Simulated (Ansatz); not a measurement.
## A barrier at the coupled-cluster level

Start structure (CH6SSi, closed shell), relaxed at PBE0-D4/def2-TZVP:

```xyz
9
angstrom
Si -0.3153 -0.5191 0.1164
S 1.6798 -1.2358 0.4358
H -0.9723 -1.2987 -0.9668
H -1.1243 -0.6862 1.3535
C -0.1636 1.2788 -0.3483
H 1.3043 -2.4887 0.7428
H 0.3165 1.8470 0.4512
H -1.1531 1.7070 -0.5259
H 0.4280 1.3956 -1.2588
```

The step: CH₆SSi ([CH3][SiH2][SH]) → CH₄Si ([CH3][SiH]) + H₂S (still joined by a long Si–S bond); bonds formed: S2–H3; bonds broken: Si1–H3; bonds weakened to dative contacts: Si1–S2. Computed with Ansatz 0.2.0 (basis: def2-TZVPP and def2-QZVPP); correlated methods freeze the cores. Extrapolation: Hartree–Fock as exp(−7.88 √X), correlation as X^−2.97. Energies below are by CCSD(T) at an estimated basis limit (MP2 extrapolated from triple and quadruple zeta, plus CCSD(T) − MP2 in triple zeta).

Question: What are the electronic barrier and the energy of the step, from the start structure to the end structure? (An estimate is asked for; the value comes from the calculation.)

Answer: By the calculation: Barrier 68.65 kcal/mol; step energy 58.21 kcal/mol (uphill); reverse barrier, their difference, 10.45 kcal/mol. Barrier and step energy count from the start structure, the reverse barrier from the end structure.

The saddle point: One imaginary mode of 445i cm⁻¹.
```tsv
pair	start (Å)	saddle (Å)	end (Å)
S2–H3	3.00	1.50	1.35
Si1–S2	2.14	2.58	2.45
Si1–H3	1.49	1.78	3.05
```

Zero-point energy (harmonic, PBE0-D4): ZPE is 39.61 kcal/mol at the start and 36.98 kcal/mol at the saddle, so the barrier goes from 68.65 to 66.02 kcal/mol.

First-order rate constant out of the start structure at 698 K by transition-state theory, with harmonic vibrational free energies alone and no tunnelling: ΔA‡ = 65.68 kcal/mol, so k = (kB T/h) exp(−ΔA‡/kB T) ≈ 10^-7 s⁻¹ (an order of magnitude at best: rotation, the number of equivalent paths and anharmonicity are left out).

No T1 diagnostic of these runs exceeds 0.016. The restricted Hartree–Fock reference is unstable towards an unrestricted one at one or more of these structures.

Losses and insertions of silylenes and their heavier kin drive the gas-phase chemistry of silicon and germanium vapour deposition.

Labels in which every atom is bracketed show which atoms are joined, not bond orders.

For scale, one of the runs: CCSD(T)/def2-TZVPP, 199 basis functions, launched by `ansatz run in.yaml --threads 2 --pin off --events-out ev --progress --plain --max-ram 4352MiB`. Hardware: 2 CPU threads, shared host. Wall time 48 s; peak host memory 2.2 GiB.
